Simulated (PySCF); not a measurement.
**Potential energy of LiP along the bond**

Set-up: PySCF, spin-free X2C with a Gaussian nucleus, basis sets Li x2c-TZVPPall, P x2c-TZVPPall. Energies in eV from Li + P in their ground configurations at the same level. State: ³Σ⁻ (triplet), unpaired electrons π ↑↑.

All columns are TPSSh. A positive dipole means Li(−)P(+).

```csv
R (Å),E (eV),μ (D),Mulliken charge on Li (basis-dependent),HOMO (eV),LUMO (eV),Mayer bond order,⟨S²⟩
2.000,-1.431,-6.04,0.67,-4.34,-2.49,0.63,2.01
2.092,-1.653,-6.22,0.65,-4.34,-2.38,0.65,2.01
2.186,-1.780,-6.40,0.63,-4.33,-2.29,0.68,2.01
2.255,-1.827,-6.53,0.62,-4.32,-2.23,0.70,2.01
2.325,-1.842,-6.65,0.60,-4.29,-2.17,0.72,2.01
2.395,-1.832,-6.78,0.58,-4.27,-2.12,0.74,2.01
2.488,-1.789,-6.93,0.55,-4.24,-2.06,0.77,2.01
2.604,-1.702,-7.10,0.52,-4.19,-1.99,0.81,2.01
2.744,-1.565,-7.26,0.47,-4.13,-1.93,0.84,2.01
2.929,-1.359,-7.37,0.43,-4.06,-2.10,0.86,2.03
```

A fit through these points gives, at Re = 2.330 Å, μ = -6.66 D and dμ/dR = -1.79 D/Å; the reduced mass is 5.72 u.

Q: How strong is the fundamental in the double-harmonic approximation, I = 42.26·(dμ/dR)²/μred km/mol?

A: I = 42.26·(-1.79)²/5.72 = 23.7 km/mol at TPSSh.

The state is the lowest determinant that a PBE0 search found; another state may lie lower at other levels.
